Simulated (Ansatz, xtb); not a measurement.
Two isomers of C2HO−

Structure a: the triplet with the links of `[C]=C[O-]`. Structure b: `[C-]#CO`, a singlet. Both are isolated ions in the gas phase, relaxed with B3LYP-D4/def2-TZVPD.

a (Å):

| atom | x (Å) | y (Å) | z (Å) |
| --- | --- | --- | --- |
| C | 1.3654 | 1.1444 | -2.4030 |
| C | 1.4073 | 1.8577 | -1.1811 |
| O | 2.3738 | 2.4800 | -0.6612 |
| H | 0.4431 | 1.8702 | -0.5930 |

b (Å):

```yaml
atoms:
  - { symbol: C, position_ang: [-0.1413, 2.0023, -1.9574] }
  - { symbol: C, position_ang: [0.9474, 2.0321, -1.3687] }
  - { symbol: O, position_ang: [2.1417, 2.1095, -0.7061] }
  - { symbol: H, position_ang: [2.5771, 1.2543, -0.7963] }
```

Problem. Which of the two would you expect CCSD(T)/def2-TZVPPD electronic energies to favour?

Solution. Structure b; the calculation gives E(b) − E(a) = −20.4 kcal/mol.

How the difference moves with the method:

```tsv
level	geometry	E(b) − E(a) (kcal/mol)	departure from the last row (kcal/mol)	job, with rough time for the two
HF/STO-3G	GFN2-xTB	+2.0	+22.5	single point, 1.5 s
r2SCAN-D4/def2-SVPD	GFN2-xTB	−5.9	+14.6	single point, 5.8 s
B3LYP-D4/def2-TZVPD	B3LYP-D4/def2-TZVPD	−14.0	+6.4	optimisation, 69 s
HF/def2-TZVPPD	B3LYP-D4/def2-TZVPD	+6.1	+26.6	part of the CCSD(T) run
MP2/def2-TZVPPD	B3LYP-D4/def2-TZVPD	−29.8	−9.3	part of the CCSD(T) run
CCSD(T)/def2-TZVPPD	B3LYP-D4/def2-TZVPD	−20.4		single point, 53 s
```

As drawn, b has 1 C≡C, 1 O–H in place of 1 C=C, 1 C–H.

HF/STO-3G, HF/def2-TZVPPD put the two in the other order. The largest departure from CCSD(T)/def2-TZVPPD is that of HF/def2-TZVPPD, 26.6 kcal/mol. The triplet state of a needn't be its ground state.

With harmonic frequencies from B3LYP-D4/def2-TZVPD (ideal gas, rigid rotor, one conformer each, 298.15 K, 1 atm): the zero-point term adds +1.1 kcal/mol; ΔH is −19.0 and ΔG −18.5 kcal/mol.

Open shells are spin-unrestricted. The correlated steps freeze 3 core orbitals. ΔG holds the spin degeneracy. Programs: Ansatz 0.2.0, xtb 6.7.1; the last row on 2 threads of Intel(R) Xeon(R) Processor @ 2.50GHz (Skylake/Cascade Lake) on a shared host.
